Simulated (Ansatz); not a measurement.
Heat of formation of ClF (chlorine monofluoride) from total energies

ClF: 2 atoms, total charge 0, spin state singlet. SMILES: `FCl`. The shape is that of a PBE0-D4/def2-TZVP optimisation.

```jsonl
{"atom": "F", "x (Å)": "0.0000", "y (Å)": "0.0000", "z (Å)": "0.0313"}
{"atom": "Cl", "x (Å)": "0.0000", "y (Å)": "0.0000", "z (Å)": "1.6510"}
```

Total energies at revPBE/cc-pVTZ (Ansatz 0.2.0); the atoms run unrestricted:

```tsv
species	state	energy (Eh)
ClF	singlet	-559.901630
F	doublet	-99.726879
Cl	doublet	-460.073174
```

Harmonic wavenumbers at PBE0-D4/def2-TZVP, in cm⁻¹: 824.

Measured heats of formation of the gaseous atoms at 298.15 K, in kJ/mol: F 79.4, Cl 121.3. Spin-orbit lowering of the atoms at 298 K (mean of the ground term's levels less their thermal mean, from spectra), in kJ/mol: F 1.29, Cl 3.44. Take 1 Eh = 2625.50 kJ/mol, 1 cm⁻¹ = 0.0119627 kJ/mol, RT = 2.479 kJ/mol.

What heat of formation follows?


1. Electronic atomisation energy: (-99.726879) + (-460.073174) − (-559.901630) = 0.101577 Eh = 266.7 kJ/mol.
2. Zero-point energy: half the sum of the wavenumbers, 412 cm⁻¹ = 4.9 kJ/mol.
3. Thermal vibrational enthalpy, Σ hcν̃/(exp(hcν̃/kT) − 1): 0.2 kJ/mol. Translation, rotation and pV of a linear molecule: 3.5 RT = 8.7 kJ/mol.
4. The 2 free atoms carry 5/2 RT each: 12.4 kJ/mol.
5. Spin-orbit coupling lowers the free atoms by 1.29 + 3.44 = 4.7 kJ/mol.
6. Atomisation enthalpy at 298 K: 266.7 − 4.7 − 4.9 − 0.2 − 8.7 + 12.4 = 260.6 kJ/mol.
7. Sum of the atoms' heats of formation: 200.7 kJ/mol. Heat of formation: 200.7 − 260.6 = -59.9 kJ/mol.

The tabulated value is -55.7 kJ/mol (Active Thermochemical Tables), so this level is off by -4.2 kJ/mol, or 1.6 % of the atomisation enthalpy. Anharmonicity and any spin-orbit splitting of the molecule are left out.
